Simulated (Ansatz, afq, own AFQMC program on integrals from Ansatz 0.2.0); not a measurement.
**Where AFQMC and coupled cluster stand for GeH4, singlet**

```yaml
atoms:
  - { symbol: Ge, position_ang: [0.0000, 0.0000, 0.0000] }
  - { symbol: H, position_ang: [0.8843, 0.8872, 0.8860] }
  - { symbol: H, position_ang: [-0.8879, -0.8840, 0.8857] }
  - { symbol: H, position_ang: [-0.8838, 0.8845, -0.8892] }
  - { symbol: H, position_ang: [0.8874, -0.8877, -0.8825] }
```

Basis cc-pVDZ. Only valence electrons are correlated. Ansatz 0.2.0 and our own AFQMC program on the same integrals; the CISD trial comes from CCSD amplitudes, and released means the phaseless constraint is let go. Uncertainties: one standard error, sampling alone. No spin–orbit coupling.

Determinant: RHF, the one that the program's search chose, which needn't be the lowest solution. The geometry is a point of a scan.

No full CI on the walks' own integrals is used here; CCSDT(Q) serves as the reference and is uncertain by about the last step of the cluster series.

Cautions: no relativity below Rb; no spin-orbit coupling; inner d shell frozen; the ph-AFQMC/CISD walk drifts between its halves (2.4 errors).

- T1 diagnostic: 0.0094
- weight of the determinant in the CISD state: 0.922
- size of the correlated space: 8 electrons in 33 orbitals

```csv
level,correlation energy (eV)
MP2,-3.0606
CCSD,-3.8736
CCSD(T),-3.9380
```

Q: Estimate where phaseless AFQMC with the Hartree–Fock trial lies against CCSD(T) on the same integrals.

A: 9.3 ± 27.4 meV below CCSD(T). The gap is under twice the noise, so this walk alone can't tell the two apart.

Reference: CCSDT(Q), correlation energy -3.955 eV. The released energy is read at 2.40 1/Eh (meV from the phaseless value at times in 1/Eh: -4 ± 7 at 0.24, -4 ± 5 at 0.51, 0 ± 4 at 0.99, -3 ± 4 at 1.62, -3 ± 4 at 2.40).

```json
{"level": "CCSD(T)", "E − E(reference) (meV)": "16.8", "share of correlation (%)": "99.58"}
{"level": "CCSDT", "E − E(reference) (meV)": "1.6", "share of correlation (%)": "99.96"}
{"level": "ph-AFQMC/HF", "E − E(reference) (meV)": "7.5 ± 27.4", "share of correlation (%)": "99.81"}
{"level": "ph-AFQMC/CISD", "E − E(reference) (meV)": "-1.3 ± 4.4", "share of correlation (%)": "100.03"}
{"level": "released AFQMC", "E − E(reference) (meV)": "-3.8 ± 4.2", "share of correlation (%)": "100.10"}
```

A walk keeps the symmetry of its determinant, which the program's search chose and which needn't be the lowest solution, so a lower state of the same spin and another symmetry isn't excluded. Released energies are given only where the last usable release times agree within the noise; a slower fall can still hide under it.
